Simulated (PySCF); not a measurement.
Species: AlH (singlet state).
Z-matrix (Å and degrees, PBE0-D3(BJ)/def2-TZVP geometry), rows numbered from 1:
```
Al
H   1  1.6660
```

Computed with PySCF at wB97X-D/pcSseg-2, non-relativistic, on one gas-phase PBE0-D3(BJ)/def2-TZVP geometry that isn't relaxed in the solvent. The solvent is an IEF-PCM continuum (van der Waals radii × 1.2). The model holds no explicit solvent molecules, cavitation or dispersion.

Gas phase at wB97X-D/pcSseg-2: HOMO -7.60 eV, LUMO -0.21 eV, dipole 0.11 D.

**Question.** What does the continuum do to the energy, the frontier levels and the dipole at wB97X-D/pcSseg-2 in chloroform?

**Answer.** 
| solvent | ε | E(solvent) − E(gas) (kcal/mol) | polarisation term (kcal/mol) | distortion of the solute (kcal/mol) | HOMO (eV) | LUMO (eV) | dipole (D) |
| --- | --- | --- | --- | --- | --- | --- | --- |
| chloroform | 4.711 | -3.60 | -3.93 | 0.33 | -7.50 | 0.15 | 0.18 |

The polarisation term is half the interaction of the solute with the surface charges that it induces; the rest is the cost of distorting the solute's density. The sum is the electrostatic part of solvation alone.

Note: wB97X-D ran without an empirical dispersion term, which enters the total energy and its gradient alone.
